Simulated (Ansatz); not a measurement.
A calculation with Ansatz (development build ahead of 0.2.0).

```yaml
crystal:
  periodic: [false, false, false]
  atoms:
    - { symbol: B, position_ang: [-0.04904, -0.01579, 0.05451] }
    - { symbol: H, position_ang: [1.82585, 0.02919, -0.0672] }
    - { symbol: H, position_ang: [-0.85668, 1.54051, -0.0508] }
    - { symbol: H, position_ang: [-0.90958, -1.50498, -0.04141] }
basis:
  gaussian: { orbitals: "6-31G" }
hamiltonian:
  xc: hf
```

The input is written out in the form of the current development build from the run's settings.

Results

```
Converged                       : yes
Total energy                    : -26.14704 hartree
Spin squared of the determinant : 0.000
```

Caution: stretched shape with no unrestricted run beside it, a lower state can exist.
